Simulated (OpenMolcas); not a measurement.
**One shape, several levels: H2S (hydrogen sulfide)**

Wanted: a comparison of 6 runs (UHF/3-21G, B2PLYP/3-21G, PBE0/3-21G, SVWN5/3-21G, ACPF/3-21G, CCSD(T)/3-21G) of H2S (hydrogen sulfide). 

Program for the calculation: OpenMolcas 26.06.

## 1. Starting point

H2S has 3 atoms, charge 0, and is taken as a singlet. As SMILES, `S`. The S1–H3 distance was set to 2.347 Å, away from the relaxed value. At this shape a bond of the SMILES string is far longer than usual.

Bond lengths: S1–H2 1.341 Å. A long bond or contact: S1–H3 2.347 Å.

## 2. The energy at UHF/3-21G (run 1)

Input file test.inp:

```
&GATEWAY
 BasLib=$CurrDir
 Coord
 3
 angstrom
 S        1.312162       0.046770       0.731542
 H        0.914562       1.325070       0.650042
 H       -0.593400      -0.717100      -0.406300
 Basis=3-21G
 Group=NoSym

&SEWARD

&SCF
 UHF
 Thresholds=1e-10 1e-07 1e-07 1e-05
 Scramble=0.25
 PrOrbitals=1 1
```

The basis set 3-21G is read from a file made from the Basis Set Exchange's data (not shown).

Command:

```console
$ export MOLCAS_MEM=1860
$ pymolcas test.inp > test.log
```

Output:

```text
--- Start Module: gateway ---
[...]
--- Stop Module: gateway /rc=_RC_ALL_IS_WELL_ ---
--- Start Module: seward ---
[...]
      Basis functions           17
--- Stop Module: seward /rc=_RC_ALL_IS_WELL_ ---
--- Start Module: scf ---
[...]
       Convergence after  28 Iterations
[...]
::    Total SCF energy                               -396.6232327995
[...]
      Total spin, S                                     0.5338694775
[...]
      Total electronic charge=   18.000000
      Total            charge=   -0.000000
[...]
      Dipole Moment (debye):
      Origin of the operator (angstrom)=    1.2439    0.0620    0.6954
                   X= -6.4941E-01               Y=  1.1737E+00               Z= -2.3225E-01           Total=  1.3614E+00
      Quadrupole Moment (debye*angstrom):
[...]
--- Stop Module: scf /rc=_RC_ALL_IS_WELL_ ---
[...]
```

Wall time 1.7 s (1 thread of Arm Neoverse V2, shared host); peak memory 0.37 GiB.

## 3. The energy at B2PLYP/3-21G (run 2)

Input file test.input:

```
* H2S Kohn-Sham DFT

&GATEWAY
  BASLIB
  $CurrDir
  COORD
  3
  angstrom
  S        1.312162       0.046770       0.731542
  H        0.914562       1.325070       0.650042
  H       -0.593400      -0.717100      -0.406300
  BASIS
  3-21G
  GROUP
  NoSym

&SEWARD
  GRIDINPUT
  Grid=UltraFine
  End of Grid

&SCF
  KSDFT
  B2PLYP_SCF
  THRESHOLDS
  1e-10 1e-07 1e-07 1e-05
  PRORBITALS
  1 1

&MBPT2
  FROZEN
  5
```

The basis set 3-21G is read from a file made from the Basis Set Exchange's data (not shown).

Command:

```console
$ export MOLCAS_MEM=1860
$ pymolcas test.input > test.log
```

Output:

```text
--- Start Module: gateway ---
[...]
--- Stop Module: gateway /rc=_RC_ALL_IS_WELL_ ---
[...]
      Basis functions           17
[...]
--- Start Module: scf ---
[...]
       Convergence after  11 Iterations
[...]
::    Total KS-DFT energy                            -397.0848219868
[...]
      Total spin, S                                     0.0000000000
[...]
      Total electronic charge=   18.000000
      Total            charge=   -0.000000
[...]
      Dipole Moment (debye):
      Origin of the operator (angstrom)=    1.2439    0.0620    0.6954
                   X= -1.1616E+00               Y=  9.4590E-01               Z= -5.4052E-01           Total=  1.5925E+00
      Quadrupole Moment (debye*angstrom):
[...]
--- Stop Module: scf /rc=_RC_ALL_IS_WELL_ ---
[...]
--- Start Module: mbpt2 ---
[...]
 ###    WARNING: MP2 implementation intended for RHF references only         ###
 ###############################################################################
MBPT2 WARNING: Reference function according to RunFile:KS-DFT
I'll assume you know what you're doing and continue
WARNING!
Default frozen orbitals as non valence orbitals is overwritten by user input.
Default values:   5
[...]
       Reference weight ( Cref**2 )         =        0.87709
::    Total MBPT2 energy                             -397.2035904298
[...]
      Total MBPT2 calculations                           0.03      0.03
--- Stop Module: mbpt2 /rc=_RC_ALL_IS_WELL_ ---
[...]
```

It took 2.6 s on 1 thread of Arm Neoverse V2, shared host; peak memory 0.37 GiB.

Runs 3 to 5 aren't shown in full; the table further down has their settings and results.

## 4. A single-point energy at CCSD(T)/3-21G (run 6)

Input file test.inp:

```
* H2S CCSD(T)
&GATEWAY
BasLib=$CurrDir
Coord
3
angstrom
S        1.312162       0.046770       0.731542
H        0.914562       1.325070       0.650042
H       -0.593400      -0.717100      -0.406300
Basis=3-21G
Group=NoSym
&SEWARD
&SCF
Thresholds=1e-10 1e-07 1e-07 1e-05
PrOrbitals=1 1
&RASSCF
FileOrb=$Project.ScfOrb
Spin=1
Nactel=0 0 0
Inactive=9
Ras2=0
OutOrbitals=Canonical
OrbListing=Nothing
&MOTRA
JobIph
Frozen=5
&CCSDT
CCT
Triples=2
Iterations=80
Accuracy=1e-08
Extrapolation=5 4
```

The basis set 3-21G is read from a file made from the Basis Set Exchange's data (not shown).

Command:

```console
$ export MOLCAS_MEM=1860
$ pymolcas test.inp > test.log
```

Output:

```text
--- Start Module: gateway ---
[...]
--- Stop Module: gateway /rc=_RC_ALL_IS_WELL_ ---
[...]
      Basis functions           17
[...]
       Convergence after  10 Iterations
[...]
::    Total SCF energy                               -396.5740673586
[...]
      Total spin, S                                     0.0000000000
[...]
      Number of active orbitals                  0
[...]
      Spin quantum number                      0.0
[...]
      Active orbitals                            0
[...]
      Number of CSFs                             1
[...]
      Number of root(s) required                 1
[...]
      Convergence after  4 iterations
[...]
      Natural orbitals and occupation numbers for root  1
      ************************************************************************************************************************
      *                                                    Final results                                                     *
      ************************************************************************************************************************
[...]
::    RASSCF root number  1 Total energy:   -396.57406736
[...]
      Total electronic charge=   18.000000
      Total            charge=   -0.000000
[...]
      Dipole Moment (debye):
      Origin of the operator (angstrom)=    1.2439    0.0620    0.6954
                   X= -1.2363E+00               Y=  9.4276E-01               Z= -5.8224E-01           Total=  1.6602E+00
      Quadrupole Moment (debye*angstrom):
[...]
--- Start Module: motra ---
[...]
--- Stop Module: motra /rc=_RC_ALL_IS_WELL_ ---
--- Start Module: ccsdt ---
[...]
      Convergence after                    17  Iterations
      Total energy (diff) :    -396.69637055      -0.00000000
[...]
 METHOD                       : CCSD+T(CCSD)+<T3(1)WT1> = CCSD(T)
[...]
       CCSD     =      -396.6963705462373
[...]
```

Run time: 1.8 s. Hardware: 1 thread of Arm Neoverse V2, shared host; peak memory 0.37 GiB.

## 5. Overview of the runs

| run | level | scramble | frozen core orbitals | energy (Eh) | dipole moment (D) of the reference | HOMO energy (eV) | LUMO energy (eV) | wall time |
| --- | --- | --- | --- | --- | --- | --- | --- | --- |
| 1 | UHF/3-21G | 0.25 | – | -396.623233 | 1.36 | -10.31 | 0.45 | 1.7 s |
| 2 | B2PLYP/3-21G | – | 5 | -397.116889 | 1.59 | -8.59 | -2.87 | 2.6 s |
| 3 | PBE0/3-21G | – | – | -397.138216 | 1.69 | -7.40 | -4.13 | 2.8 s |
| 4 | SVWN5/3-21G | – | – | -395.897616 | 1.79 | -5.96 | -4.90 | 2.6 s |
| 5 | ACPF/3-21G | – | 5 | -396.705867 | 1.66 | -10.65 | -0.81 | 1.4 s |
| 6 | CCSD(T)/3-21G | – | 5 | -396.698606 | 1.66 | -10.65 | -0.81 | 1.8 s |

## 6. Summary of results

| quantity | value |
| --- | --- |
| run 6: total energy | -396.69861 Eh |
| run 6: dipole moment (mean-field density) | 1.66 D |
| run 6: HOMO energy (Hartree–Fock orbitals) | -10.65 eV |
| run 6: LUMO energy (Hartree–Fock orbitals) | -0.81 eV |
| run 6: HOMO–LUMO gap (Hartree–Fock orbitals) | 9.85 eV |
| run 6: correlation energy (5 core orbitals frozen) | -124.5 mEh |
| run 6: (T) correction | -2.24 mEh |

What this shows: Below the UHF energy at the same shape and in the same basis (3-21G): ACPF -82.6 mEh; CCSD(T) -75.4 mEh. Some of these start from another determinant than that one, so these aren't their correlation energies. Over runs 1, 2, 3, 4 the dipole moment (its size) runs from 1.36 D (UHF/3-21G) to 1.79 D (SVWN5/3-21G). Over runs 1, 2, 3, 4 the HOMO–LUMO gap runs from 1.06 eV (SVWN5/3-21G) to 10.76 eV (UHF/3-21G). For B2PLYP the log adds the whole second-order term; the table takes 0.27 of it, as the functional is defined. Totals of different functionals can't be ranked against each other. In runs 2, 3, 4, 5, 6 a closed-shell determinant meets a far-stretched bond, which it describes badly. Spin contamination of the reference: run 1 ⟨S²⟩ = 0.82. Where it is this large, the reference is a mixture of spin states, and values that rest on it are in doubt. All runs together took 13 s, the longest 2.8 s.
